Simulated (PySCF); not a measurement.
Compound: H4OSi.
InChI=1S/H4OSi/c1-2/h1H,2H3

Computed, not measured: PBE0-D3(BJ)/def2-SVP geometry optimisation, gas phase (PySCF 2.14.0).

Take the most abundant isotopes and a rigid rotor. 

(1) Give the principal moments of inertia and the rotational constants in MHz.

(2) Classify the top.

(3) Is it planar, by Δ = Ic − Ia − Ib?

(4) Give the other two planar moments, Paa and Pbb, and the rms extents of the mass along the axes.

(5) Give the coordinates in the principal-axis frame, origin at the centre of mass.

(6) List the rotational levels J(Ka,Kc) to J = 2 (MHz).

(7) Predict some low-J microwave lines.

Results:

(1) Ia = 6.62, Ib = 37.19, Ic = 37.92 u·Å²; 505379 MHz·u·Å²/I gives A = 76299, B = 13589, C = 13327 MHz.

(2) A near-prolate asymmetric top; Ray's κ = -0.992.

(3) Not planar: Δ = Ic − Ia − Ib = -5.89 u·Å². For a rigid frame Δ = −2 Σ m c², so Σ m c² = 2.95 u·Å² lies off the ab plane, practically all of it from hydrogen. The atom farthest from that plane is 1.23 Å away.

(4) Paa = Σ m a² = (Ib + Ic − Ia)/2 = 34.24 and Pbb = Σ m b² = (Ia + Ic − Ib)/2 = 3.68 u·Å². With the mass M = 48.00 u, the rms extents √(P/M) along a, b and c are 0.84, 0.28, 0.25 Å.

(5) The sense of each axis is arbitrary; atoms in the order of the calculation.
| atom | mass (u) | a (Å) | b (Å) | c (Å) |
| --- | --- | --- | --- | --- |
| O1 | 15.995 | 1.097 | -0.059 | 0.000 |
| Si2 | 27.977 | -0.567 | 0.005 | 0.000 |
| H3 | 1.008 | 1.564 | 0.781 | 0.000 |
| H4 | 1.008 | -1.102 | 0.679 | -1.226 |
| H5 | 1.008 | -1.098 | 0.741 | 1.192 |
| H6 | 1.008 | -1.040 | -1.404 | 0.036 |

(6) Above 0(0,0):
J = 1: 1(0,1) 26916, 1(1,1) 89626, 1(1,0) 89887
J = 2: 2(0,2) 80746, 2(1,2) 143195, 2(1,1) 143980, 2(2,1) 332111, 2(2,0) 332111
The levels of one J sum to (2J + 1)J(J + 1)(A + B + C)/3.

(7) The dipole components are |μa| = 0.14 D, |μb| = 1.39 D, |μc| = 0.00 D; the mirror of this Cs structure is the ab plane, so μc vanishes by symmetry and there are no c-type lines. Intensities carry the squares of the components, which stand as 0.01 : 1.00 (a : b). Some lines, for components of 0.1 D or more:

| type | branch | J(Ka,Kc) | MHz | lower level (cm⁻¹) |
| --- | --- | --- | --- | --- |
| a | Q | 2(1,1) ← 2(1,2) | 785 | 4.776 |
| a | R | 3(0,3) ← 2(0,2) | 80743 | 2.693 |
| a | R | 3(1,2) ← 2(1,1) | 81139 | 4.803 |
| b | R | 1(1,1) ← 0(0,0) | 89626 | 0.000 |
| b | R | 2(1,2) ← 1(0,1) | 116279 | 0.898 |
| b | Q | 2(2,0) ← 2(1,1) | 188131 | 4.803 |
| b | Q | 2(2,1) ← 2(1,2) | 188916 | 4.776 |
| b | R | 4(2,3) ← 3(1,2) | 295400 | 7.509 |
| b | R | 3(3,1) ← 2(2,0) | 394951 | 11.078 |
| b | R | 3(3,0) ← 2(2,1) | 394952 | 11.078 |
| b | R | 4(3,2) ← 3(2,1) | 421865 | 13.772 |
| b | Q | 5(4,1) ← 5(3,2) | 439885 | 32.333 |
| b | R | 5(3,3) ← 4(2,2) | 448776 | 17.363 |
| b | R | 5(5,0) ← 4(4,1) | 700147 | 42.516 |

Stationary, but not proved a minimum. Constants of a rigid frame at the computed geometry: no zero-point averaging, no centrifugal distortion. A rigid rotor knows nothing of internal rotation, which can split or shift real lines.
